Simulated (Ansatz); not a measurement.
F2: a ladder of basis sets, run with the Python package of Ansatz (0.2.0).

`run_basis.py`
```python
'''How the energy of F2 converges with the basis.'''

import ansatz


def main() -> None:
    f2 = (
        ansatz.Crystal.molecule()
        .atom('F', (0.0, 0.0, 0.0))
        .atom('F', (0.0, 0.0, 1.23))
    )

    calc = f2.calculation().functional('PBE0')

    energies = {}
    for basis in ['cc-pVDZ', 'cc-pVTZ', 'cc-pVQZ']:
        r = calc.basis(gaussian=basis).run(threads=1).report
        size = r['n_frozen'] + r['n_occupied'][0] + r['n_virtual'][0]
        energies[basis] = (r['reference_energy_ev'] / 27.211386246, r['free_energy_ev'] / 27.211386246)
        print(f'{basis:14s} {size:4d} orbitals  reference {energies[basis][0]:14.6f} Ha  total {energies[basis][1]:14.6f} Ha')

    last = energies['cc-pVQZ'][1]
    for basis, (_, total) in energies.items():
        print(f'{basis:14s} lies {27.211386 * (total - last):9.4f} eV above cc-pVQZ')


if __name__ == '__main__':
    main()
```

How far does the total energy move along this ladder of basis sets?

Against cc-pVDZ: cc-pVTZ -73.0 mHa and cc-pVQZ -91.6 mHa. The last step alone is -18.62 mHa.

The run itself:

```console
$ python run_basis.py
cc-pVDZ          28 orbitals  reference    -199.299514 Ha  total    -199.299514 Ha
cc-pVTZ          60 orbitals  reference    -199.372515 Ha  total    -199.372515 Ha
cc-pVQZ         110 orbitals  reference    -199.391136 Ha  total    -199.391136 Ha
cc-pVDZ        lies    2.4932 eV above cc-pVQZ
cc-pVTZ        lies    0.5067 eV above cc-pVQZ
cc-pVQZ        lies    0.0000 eV above cc-pVQZ
```

The drop along the ladder measures the basis error, and is no property of the molecule. The geometry is a force-field or estimated start, not a minimum of this method, and the last set is no limit. Much of the fall in a total is atomic energy, which cancels in bond and reaction energies. The spin state was assumed, and another may lie lower. The whole script took 1.5 s on 1 thread of Arm Neoverse V2 (shared host), peak memory 0.17 GiB.
